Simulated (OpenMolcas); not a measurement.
**singlet CH4BO+: levels of theory compared**

We compute a comparison of 6 runs (HF/STO-3G, B3LYP/6-31G*, BLYP/def2-TZVP, M06-2X/def2-TZVP, SVWN5/def2-TZVP, r2SCAN/def2-TZVP) of singlet CH4BO+. 

Program for the calculation: OpenMolcas 26.06.

1 further run of the same task is left out (set aside as unsound or not needed).

**1. Starting point**

The species is CH4BO+ (7 atoms), meant as a singlet with charge +1. SMILES of the parent species: `[BH]OC`. Geometry: relaxed at PBE0-D4/def2-TZVP. This is one conformer, not always the lowest. That shape belongs to the parent species and isn't relaxed for this state.

Bond lengths: B1–O2 1.320 Å, O2–C3 1.426 Å, B1–H4 1.207 Å, C3–H5 1.093 Å, C3–H6 1.090 Å, C3–H7 1.090 Å. Angles: B1–O2–C3 124.1°, O2–B1–H4 124.7°, O2–C3–H5 110.9°, O2–C3–H6 108.4°, O2–C3–H7 108.4°, H5–C3–H6 109.9°, H5–C3–H7 109.9°, H6–C3–H7 109.2°.

**2. The energy at HF/STO-3G (run 1)**

run.inp

```
* CH4BO Hartree-Fock
&GATEWAY
BasLib=$CurrDir
BasisSet
B.STO-3G....
B1 -1.319600 -1.025700 -0.172900 angstrom
End of Basis
BasisSet
O.STO-3G....
O2 -0.272400 -0.707100 0.564500 angstrom
End of Basis
BasisSet
C.STO-3G....
C3 0.642200 0.338600 0.243900 angstrom
End of Basis
BasisSet
H.STO-3G....
H4 -1.628500 -0.474200 -1.201600 angstrom
H5 0.357800 0.834000 -0.687600 angstrom
H6 0.643000 1.059300 1.062300 angstrom
H7 1.638900 -0.092800 0.145600 angstrom
End of Basis
&SEWARD
&SCF
Charge=1
Thresholds=1e-10 1e-07 1e-07 1e-05
PrOrbitals=0
```

The basis set STO-3G is read from a file made from the Basis Set Exchange's data (not shown).

Started as:

```console
$ export MOLCAS_MEM=1860
$ pymolcas run.inp > run.log
```

Log:

```text
--- Start Module: gateway ---
[...]
--- Stop Module: gateway /rc=_RC_ALL_IS_WELL_ ---
--- Start Module: seward ---
[...]
      Basis functions           19
--- Stop Module: seward /rc=_RC_ALL_IS_WELL_ ---
--- Start Module: scf ---
[...]
       Convergence after  17 Iterations
[...]
::    Total SCF energy                               -137.6862840380
[...]
      Total spin, S                                     0.0000000000
[...]
      Total electronic charge=   22.000000
      Total            charge=    1.000000
[...]
      Dipole Moment (debye):
      Origin of the operator (angstrom)=   -0.2361   -0.3997    0.2176
                   X= -2.7393E+00               Y= -1.1115E+00               Z= -1.5794E+00           Total=  3.3517E+00
      Center of Charge (angstrom)
[...]
--- Stop Module: scf /rc=_RC_ALL_IS_WELL_ ---
[...]
```

It took 1.7 s on 1 thread of Arm Neoverse V1, shared host; peak memory 0.37 GiB.

**3. The energy at B3LYP/6-31G(d) (Cartesian functions) (run 2)**

job.input

```
>>> EXPORT MOLCAS_PRINT=2

&gateway
 baslib = $CurrDir
 basisset
 B.6-31Gs....
 B1 -1.319600 -1.025700 -0.172900 angstrom
 End of Basis
 basisset
 O.6-31Gs....
 O2 -0.272400 -0.707100 0.564500 angstrom
 End of Basis
 basisset
 C.6-31Gs....
 C3 0.642200 0.338600 0.243900 angstrom
 End of Basis
 basisset
 H.6-31Gs....
 H4 -1.628500 -0.474200 -1.201600 angstrom
 H5 0.357800 0.834000 -0.687600 angstrom
 H6 0.643000 1.059300 1.062300 angstrom
 H7 1.638900 -0.092800 0.145600 angstrom
 End of Basis

&seward
 gridinput
 Grid=UltraFine
 End of Grid

&scf
 charge = 1
 ksdft = B3LYP
 thresholds = 1e-10 1e-07 1e-07 1e-05
 prorbitals = 1 2
```

The basis set 6-31G* is read from a file made from the Basis Set Exchange's data (not shown).

Started as:

```console
$ export MOLCAS_MEM=1860
$ pymolcas job.input > job.log
```

Log:

```text
--- Start Module: gateway ---
[...]
--- Stop Module: gateway /rc=_RC_ALL_IS_WELL_ ---
--- Start Module: seward ---
[...]
      Basis functions           53
--- Stop Module: seward /rc=_RC_ALL_IS_WELL_ ---
--- Start Module: scf ---
[...]
       Convergence after  17 Iterations
[...]
::    Total KS-DFT energy                            -140.2435132952
[...]
      Total spin, S                                     0.0000000000
[...]
      Total electronic charge=   22.000000
      Total            charge=    1.000000
[...]
      Dipole Moment (debye):
      Origin of the operator (angstrom)=   -0.2361   -0.3997    0.2176
                   X= -2.3705E+00               Y= -6.5692E-01               Z= -1.7500E+00           Total=  3.0189E+00
      Center of Charge (angstrom)
[...]
--- Stop Module: scf /rc=_RC_ALL_IS_WELL_ ---
[...]
```

Wall time 17 s (1 thread of Arm Neoverse V1, shared host); peak memory 0.38 GiB.

Runs 3 to 5 aren't shown in full; the table further down has their settings and results.

**4. A single-point energy at r2SCAN/def2-TZVP (run 6)**

input.xyz

```xyz
7

B     -1.319600    -1.025700    -0.172900
O     -0.272400    -0.707100     0.564500
C      0.642200     0.338600     0.243900
H     -1.628500    -0.474200    -1.201600
H      0.357800     0.834000    -0.687600
H      0.643000     1.059300     1.062300
H      1.638900    -0.092800     0.145600
```

calc.input

```
&GATEWAY
  BasLib
  $CurrDir
  Coord
  input.xyz
  Basis
  def2-TZVP
  Group
  NoSym

&SEWARD
  GridInput
  Grid=UltraFine
  End of Grid

&SCF
  Charge
  1
  KSDFT
  2
  1.0 MGGA_X_R2SCAN
  1.0 MGGA_C_R2SCAN
  Thresholds
  1e-10 1e-07 1e-07 1e-05
  PrOrbitals
  1
```

The basis set def2-TZVP is read from a file made from the Basis Set Exchange's data (not shown).

Started as:

```console
$ export MOLCAS_MEM=1860
$ pymolcas calc.input > calc.log
```

Log:

```text
--- Start Module: gateway ---
[...]
--- Stop Module: gateway /rc=_RC_ALL_IS_WELL_ ---
--- Start Module: seward ---
[...]
      Basis functions          117
--- Stop Module: seward /rc=_RC_ALL_IS_WELL_ ---
[...]
--- Start Module: scf ---
[...]
       Convergence after  19 Iterations
[...]
::    Total KS-DFT energy                            -140.2054829441
[...]
      Total spin, S                                     0.0000000000
[...]
      Total electronic charge=   22.000000
      Total            charge=    1.000000
[...]
      Dipole Moment (debye):
      Origin of the operator (angstrom)=   -0.2361   -0.3997    0.2176
                   X= -2.3615E+00               Y= -6.7401E-01               Z= -1.7188E+00           Total=  2.9975E+00
      Center of Charge (angstrom)
[...]
--- Stop Module: scf /rc=_RC_ALL_IS_WELL_ ---
[...]
```

Wall time 86 s (1 thread of Arm Neoverse V1, shared host); peak memory 0.72 GiB.

**5. Overview of the runs**

| run | level | Cartesian functions | integration grid | energy (Eh) | HOMO energy (eV) | LUMO energy (eV) | HOMO–LUMO gap (eV) | wall time |
| --- | --- | --- | --- | --- | --- | --- | --- | --- |
| 1 | HF/STO-3G | no | – | -137.686284 | -18.88 | -4.74 | 14.15 | 1.7 s |
| 2 | B3LYP/6-31G* (Cartesian functions) | yes | UltraFine | -140.243513 | -15.94 | -10.75 | 5.19 | 17 s |
| 3 | BLYP/def2-TZVP | no | UltraFine | -140.250978 | -14.70 | -11.47 | 3.22 | 65 s |
| 4 | M06-2X/def2-TZVP | no | UltraFine | -140.230199 | -17.56 | -9.49 | 8.07 | 83 s |
| 5 | SVWN5/def2-TZVP | no | UltraFine | -139.079711 | -14.85 | -11.71 | 3.15 | 46 s |
| 6 | r2SCAN/def2-TZVP | no | UltraFine | -140.205483 | -15.02 | -11.17 | 3.85 | 86 s |

**6. Outcome**

| quantity | value |
| --- | --- |
| run 6: total energy | -140.20548 Eh |
| run 6: HOMO energy | -15.02 eV |
| run 6: LUMO energy | -11.17 eV |
| run 6: HOMO–LUMO gap | 3.85 eV |

The HOMO–LUMO gap runs from 3.15 eV (SVWN5/def2-TZVP) to 14.15 eV (HF/STO-3G). The two ends differ in method and basis. Totals of different functionals can't be ranked against each other. In run 1 the basis is minimal, so the values are rough. All runs together took 5 min, the longest 86 s.
